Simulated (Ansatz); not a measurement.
We consider hcp Re, described by revPBE in Ansatz (plane waves, PAW).

Numerical settings: plane-wave cutoff 520 eV, 24×24×12 k mesh (along the axes of the cell as run), Fermi–Dirac smearing 0.05 eV, no spin polarisation, scalar-relativistic PAW data made under PBE.

Cell (relaxed at this level):

```yaml
crystal:
  lattice:
    - [1.39099, -2.40926, 0.00000]
    - [1.39099, 2.40926, 0.00000]
    - [0.00000, 0.00000, 4.49449]
  atoms:
    - { symbol: Re, position: [0.33333, 0.66667, 0.25000] }
    - { symbol: Re, position: [0.66667, 0.33333, 0.75000] }
```

**Question.** What does this level give for the bulk modulus and pressure derivative B′ of the bulk modulus?

**Answer.** 
- bulk modulus = 356 GPa
- pressure derivative B′ of the bulk modulus = 4.5

The run finds no gap.

Measured, for comparison: bulk modulus 369 GPa (zero-point energy and finite temperature contributions removed, our sources range from 369 to 381; as tabulated in doi:10.1021/acs.jctc.3c00612). Computed (rounded) less measured: bulk modulus -4 % (-4 % to -7 % over the range).

Note: the bulk modulus comes from volumes at which shape and atoms were relaxed.

Spin–orbit coupling is not included.

The computed numbers hold no vibrational or temperature effects.

It cost roughly 4 core-minutes of CPU time.

Ansatz is a quantum-chemistry and plane-wave program.
